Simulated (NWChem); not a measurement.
All runs are NWChem calculations. System: C (-1), charge -1, spin multiplicity 4. Its SCF solution wasn't tested for a lower state. Level: UMP2/def2-TZVPD, 1 core orbitals frozen.

The NWChem input:

```
start mol
memory heap 200 mb stack 900 mb global 1100 mb
charge -1
geometry units angstroms nocenter noautoz
  C      0.000000     0.000000     0.000000
  symmetry group D2h
end
basis spherical
  * library def2-tzvpd
end
scf
  uhf
  nopen 3
  maxiter 100
  thresh 1e-7
  semidirect memsize 60000000 filesize 0
  # guess.movecs holds the orbitals of an unrestricted PBE0 run
  vectors input guess.movecs output mol.movecs
end
mp2
  freeze core 1
end
task mp2 energy
```

NWChem printed:

```
             Northwest Computational Chemistry Package (NWChem) 7.3.0
             --------------------------------------------------------

                                NWChem Input Module
                                -------------------

 Scaling coordinates for geometry "geometry" by  1.889725989
 (inverse scale =  0.529177249)

                             Geometry "geometry" -> ""
                             -------------------------

 Output coordinates in angstroms (scale by  1.889725989 to convert to a.u.)

  No.       Tag          Charge          X              Y              Z
 ---- ---------------- ---------- -------------- -------------- --------------
    1 C                    6.0000     0.00000000     0.00000000     0.00000000

 Effective nuclear repulsion energy (a.u.)       0.0000000000

            Nuclear Dipole moment (a.u.)
            ----------------------------
        X                 Y               Z
 ---------------- ---------------- ----------------
     0.0000000000     0.0000000000     0.0000000000

      Symmetry information
      --------------------

 Group name             D2h
 Group number             26
 Group order               8
 No. of unique centers     1

      Symmetry unique atoms

     1


 Summary of "ao basis" -> "" (spherical)
 ------------------------------------------------------------------------------
       Tag                 Description            Shells   Functions and Types
 ---------------- ------------------------------  ------  ---------------------
 *                         def2-tzvpd                 on all atoms

 Summary of "ao basis" -> "ao basis" (spherical)
 ------------------------------------------------------------------------------
       Tag                 Description            Shells   Functions and Types
 ---------------- ------------------------------  ------  ---------------------
 C                         def2-tzvpd               13       37   6s3p3d1f

                                 NWChem SCF Module
                                 -----------------

  ao basis        = "ao basis"
[...]
  AO/Fock/Back tols     =   1.0D-09  1.0D-09  1.0D-09

 GA uses MA = F    GA memory limited = T

 Available:
  local mem=  1.26D+08
 global mem=  1.44D+08
 local disk=  0.00D+00
  mp2_memr nvloc                    32
  nvloc new                    32
   1 passes of   4:        3145728                       9190                    308343.
   1 passes of   4: M    126154640           G      144176462           F     123008912.

 Semi-direct pass number   1 of   1  for UHF alpha       at        0.3s
  vrange nnbf                   703
  mp2_eaftype                    10  avail_ma_in_mb                  1099
 EAF : mp2_eaftype filesize          10     154171.
  mp2_eaf for mointskh                     10
Node 0 wrote      0.7 Mb in      0.0 s     Agg I/O rate:   528.3 Mb/s
 Done moints_semi at        0.5s
  mp2_eaftype                    10  avail_ma_in_mb                  1089
 EAF : mp2_eaftype filesize          10     154171.
  mp2_eaf for kh                    10
 Done maket at        0.5s
 Done multipass loop at        0.5s

 GA uses MA = F    GA memory limited = T

 Available:
  local mem=  1.26D+08
 global mem=  1.44D+08
 local disk=  0.00D+00
  mp2_memr nvloc                    35
  nvloc new                    35
   1 passes of   1:        3145728                       4542                     86054.
   1 passes of   1: M    126154640           G      144176462           F     123008912.

 Semi-direct pass number   1 of   1  for UHF beta        at        0.6s
  vrange nnbf                   703
  mp2_eaftype                    10  avail_ma_in_mb                  1099
 EAF : mp2_eaftype filesize          10      43027.
  mp2_eaf for mointskh                     10
Node 0 wrote      0.2 Mb in      0.0 s     Agg I/O rate:  1329.9 Mb/s
 Done moints_semi at        0.8s
  mp2_eaftype                    10  avail_ma_in_mb                  1089
 EAF : mp2_eaftype filesize          10      43027.
  mp2_eaf for kh                    10
 Done maket at        0.8s
 Done multipass loop at        0.8s

          -------------------------------------------
          SCF energy                 -37.703884450110
          Correlation energy          -0.092813493644
          Singlet pairs                0.000000000000
          Triplet pairs                0.000000000000
          Total MP2 energy           -37.796697943753
          -------------------------------------------

          ---------------------------------------------------
                    Spin Component Scaled (SCS) MP2
          Same spin pairs                     -0.029373003089
          Same spin scaling factor             0.333333333333
          Opposite spin pairs                 -0.063440490554
          Opposite spin scaling fact.          1.200000000000
          SCS-MP2 correlation energy          -0.085919589695
          Total SCS-MP2 energy               -37.789804039805
          ---------------------------------------------------

 -----------------------
 Performance information
 -----------------------

 Timer overhead =  2.49D-07 seconds/call

               Nr. of calls         CPU time (s)                 Wall time (s)                GFlops
             ---------------    -------------------     ------------------------------   -------------------
Name         Min   Avg   Max    Min     Avg     Max     Min     Avg     Max   Mx/calls   Min     Max     Sum
mp2: moin     2     2     2   0.38    0.38    0.38     0.38    0.38    0.38    0.19      0.0     0.0     0.0
mp2: make     2     2     2   8.96E-3 8.96E-3 8.96E-3  8.96E-3 8.96E-3 8.96E-3 4.48E-3   0.0     0.0     0.0
mp2: tota     1     1     1   0.48    0.48    0.48     0.48    0.48    0.48    0.48      0.0     0.0     0.0

 The average no. of pstat calls per process was 5.00D+00
 with a timing overhead of 1.24D-06s

 Task  times  cpu:        0.7s     wall:        0.7s

 Total times  cpu:        0.8s     wall:        0.8s
```
